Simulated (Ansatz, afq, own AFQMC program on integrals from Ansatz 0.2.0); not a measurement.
# SiNH⁺, doublet: AFQMC among the cluster methods

```xyz
3

Si    0.0000    0.0330    0.6059
N     0.0000   -0.1138   -1.0890
H     0.0000    0.6631   -1.7496
```

Connectivity, by distances: Si–NH.

Basis aug-cc-pVDZ. Noble-gas cores (and the filled d shells of Ga–Kr and In–Xe) are frozen. Integrals, coupled cluster, full CI and functionals: Ansatz 0.2.0; the random walks run on the same integrals in our own AFQMC program. ph-AFQMC/CISD is guided by a CISD state made of CCSD amplitudes; releasing the constraint for a short imaginary time cuts its bias at the price of noise, slowly where states lie close. ± is one standard error of the sampling.

Determinant: UHF, the one that the program's search chose, which needn't be the lowest solution. The geometry is a PBE0/def2-TZVP stationary point of this or a neighbouring charge and spin state.

No full CI on the walks' own integrals is used here; CCSDT(Q) serves as the reference and is uncertain by about the last step of the cluster series.

```
T1 diagnostic                               : 0.0233
weight of the determinant in the CISD state : 0.880
⟨S²⟩ of the determinant                     : 0.764
size of the correlated space                : 9 electrons in 53 orbitals
```

```
  level  correlation energy (eV)
    MP2                  -5.3770
   CCSD                  -6.1831
CCSD(T)                  -6.3927
```

(1) Estimate where AFQMC with the constraint released lies against CCSD(T) on the same integrals.

(1) 46.4 ± 4.8 meV below CCSD(T).

Reference: CCSDT(Q), correlation energy -6.442 eV. The released energy is read at 2.40 1/Eh (meV from the phaseless value at times in 1/Eh: -11 ± 5 at 0.24, -12 ± 4 at 0.51, -14 ± 3 at 0.99, -21 ± 4 at 1.62, -19 ± 5 at 2.40).

```csv
level,E − E(reference) (meV),share of correlation (%)
CCSD(T),48.8,99.24
CCSDT,17.7,99.72
ph-AFQMC/CISD,21.2 ± 3.7,99.67
released AFQMC,2.4 ± 4.8,99.96
```

A walk keeps the symmetry of its determinant, which the program's search chose and which needn't be the lowest solution, so a lower state of the same spin and another symmetry isn't excluded. Released energies are given only where the last usable release times agree within the noise; a slower fall can still hide under it.
